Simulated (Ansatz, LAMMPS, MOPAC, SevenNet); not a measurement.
## Elastic constant C11 of rutile SnO₂: levels of theory against measurement

Reference value: 262 GPa (measured, temperature not stated, no zero-point or thermal correction; as tabulated in Oses et al. (2018), arXiv:1811.08464).

```json
[
 {"level (code)": "ionic model pedone2006 (rigid ions, LAMMPS)", "value (GPa)": "302", "cell (Å³/atom)": "11.97", "difference (%)": "+15.3"},
 {"level (code)": "PM7 semi-empirical Hartree-Fock (MOPAC)", "value (GPa)": "243", "cell (Å³/atom)": "11.47", "difference (%)": "-7.3"},
 {"level (code)": "SevenNet-l3i5", "value (GPa)": "210", "cell (Å³/atom)": "12.61", "difference (%)": "-19.8"},
 {"level (code)": "LDA (Ansatz)", "value (GPa)": "248", "cell (Å³/atom)": "11.86", "difference (%)": "-5.3"},
 {"level (code)": "PBE (Ansatz)", "value (GPa)": "209", "cell (Å³/atom)": "12.58", "difference (%)": "-20"},
 {"level (code)": "PBE+SOC (Ansatz)", "value (GPa)": "209", "cell (Å³/atom)": "12.57", "difference (%)": "-20"},
 {"level (code)": "r²SCAN+SOC (Ansatz)", "value (GPa)": "254", "cell (Å³/atom)": "12.08", "difference (%)": "-3.1"},
 {"level (code)": "HSE06 (Ansatz)", "value (GPa)": "259", "cell (Å³/atom)": "12.02", "difference (%)": "-1.1"},
 {"level (code)": "PBE0 (Ansatz)", "value (GPa)": "261", "cell (Å³/atom)": "12.01", "difference (%)": "-0.4"}
]
```

The reference's temperature isn't stated, so close values are not ranked against it.

The reference isn't brought to a static lattice, while the calculations are for one, so the differences are not the levels' errors alone. A static lattice is as a rule stiffer than a warm one, by over a tenth in soft solids.  PM7 semi-empirical Hartree-Fock (MOPAC): the method was fitted mainly to molecules. PM7 semi-empirical Hartree-Fock (MOPAC): the run uses a supercell at the zone centre in place of a k mesh. Each level is taken at its own relaxed cell. Cutoffs differ between the levels. Ansatz's density-functional and Hartree–Fock values are scalar-relativistic unless marked +SOC, with PAW data made under PBE.

Empirical potentials (ionic model pedone2006) are fitted to chosen data: where that held the value shown, agreement is built in, and what lay outside the fit can be far off. Machine-learned potentials (SevenNet-l3i5) are trained on DFT data: a solid inside that data is no test of them.

Differences are worked out from the printed values.

Ansatz is a quantum-chemistry and plane-wave program.
